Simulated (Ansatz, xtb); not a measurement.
Relative energy of two isomers of C3H3+

Structure a: `C#C[CH2+]`, a singlet. Structure b: `c1c[cH+]1`, a singlet. Both are isolated ions in the gas phase, relaxed with PBE0-D3(BJ)/def2-SVP.

Quicker runs give these differences E(b) − E(a): GFN2-xTB −14.9 kcal/mol; HF/STO-3G −36.0 kcal/mol (at GFN2-xTB geometries); r2SCAN-D4/def2-SVP −30.8 kcal/mol (at GFN2-xTB geometries).

Problem. Estimate E(b) − E(a) at the level CCSD(T)/def2-TZVPP.

Solution. Calculated at CCSD(T)/def2-TZVPP: E(b) − E(a) = −28.4 kcal/mol, so structure b lies lower.

How the difference moves with the method:

```json
{"level": "GFN2-xTB", "geometry": "GFN2-xTB", "E(b) − E(a) (kcal/mol)": "−14.9", "departure from the last row (kcal/mol)": "+13.5", "job, with rough time for the two": "optimisation, 0.83 s"}
{"level": "HF/STO-3G", "geometry": "GFN2-xTB", "E(b) − E(a) (kcal/mol)": "−36.0", "departure from the last row (kcal/mol)": "−7.6", "job, with rough time for the two": "single point, 0.84 s"}
{"level": "r2SCAN-D4/def2-SVP", "geometry": "GFN2-xTB", "E(b) − E(a) (kcal/mol)": "−30.8", "departure from the last row (kcal/mol)": "−2.4", "job, with rough time for the two": "single point, 5.3 s"}
{"level": "PBE0-D3(BJ)/def2-SVP", "geometry": "PBE0-D3(BJ)/def2-SVP", "E(b) − E(a) (kcal/mol)": "−34.8", "departure from the last row (kcal/mol)": "−6.4", "job, with rough time for the two": "optimisation, 27 s"}
{"level": "HF/def2-TZVPP", "geometry": "PBE0-D3(BJ)/def2-SVP", "E(b) − E(a) (kcal/mol)": "−35.8", "departure from the last row (kcal/mol)": "−7.5", "job, with rough time for the two": "part of the CCSD(T) run"}
{"level": "MP2/def2-TZVPP", "geometry": "PBE0-D3(BJ)/def2-SVP", "E(b) − E(a) (kcal/mol)": "−32.3", "departure from the last row (kcal/mol)": "−4.0", "job, with rough time for the two": "part of the CCSD(T) run"}
{"level": "CCSD(T)/def2-TZVPP", "geometry": "PBE0-D3(BJ)/def2-SVP", "E(b) − E(a) (kcal/mol)": "−28.4", "departure from the last row (kcal/mol)": "", "job, with rough time for the two": "single point, 50 s"}
```

As drawn, b has 3 C∷C in place of 1 C≡C, 1 C–C (∷ is an aromatic bond). Structure a has no ring, b a 3-membered ring (with an aromatic ring).

The levels shown agree on the order. The largest departure from CCSD(T)/def2-TZVPP is that of GFN2-xTB, 13.5 kcal/mol.

With harmonic frequencies from PBE0-D3(BJ)/def2-SVP (ideal gas, rigid rotor, one conformer each, 298.15 K, 1 atm): on the last row, ΔE + ΔZPE = −26.6, ΔH = −27.1, ΔG = −25.8 kcal/mol.

The T1 diagnostic of structure a is large, so the coupled-cluster value is less sure. The correlated steps freeze 3 core orbitals. Programs: Ansatz 0.2.0, xtb 6.7.1; the last row on 1 thread of AMD EPYC (Zen 3) on a shared host.
